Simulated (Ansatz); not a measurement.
# SrAl2H2 (P-3m1)

Theory: DFT PBEsol, scalar-relativistic, plane waves, PAW (Ansatz).

Plane waves to 420 eV, a k mesh through Γ of 12×12×8 on the computed 5-atom cell and Gaussian smearing (0.10 eV); no spin polarisation.

The structure is relaxed at this level of theory with its symmetry kept. Whether it is the stable form of this composition wasn't checked.

Space group P-3m1 (No. 164). a = 4.504 Å, b = 4.504 Å, c = 4.550 Å, α = 90.00°, β = 90.00°, γ = 120.00°
| atom | site | symmetry | x | y | z |
| --- | --- | --- | --- | --- | --- |
| Sr | 1a | -3m. | 0.0000 | 0.0000 | 0.0000 |
| Al | 2d | 3m. | 0.3333 | 0.6667 | 0.4635 |
| H | 2d | 3m. | 0.3333 | 0.6667 | 0.0836 |

* Space group: P-3m1 (No. 164)
* Volume per atom: 15.99 Å³
* Formation energy from the elements' standard states (uncorrected): -0.329 eV/atom
* Kohn–Sham band gap: none (metal)
* Density of states at the Fermi level: 0.25 states/eV per cell (so small that it hangs on the mesh: a semimetal, or crossings between mesh points)
* Löwdin character within 0.5 eV of the Fermi level: Al 3p 72 %, unprojected 16 %
* Bulk modulus: 39 GPa
* Its pressure derivative: 1.8
* Bader charges (e): Sr (1 in the cell) 1.34, Al (2 in the cell) 0.10, H (2 in the cell) -0.77

Cost: 6 runs of about 3.2 core-minutes in all, on Intel Xeon 6975P-C (Granite Rapids) (shared hosts).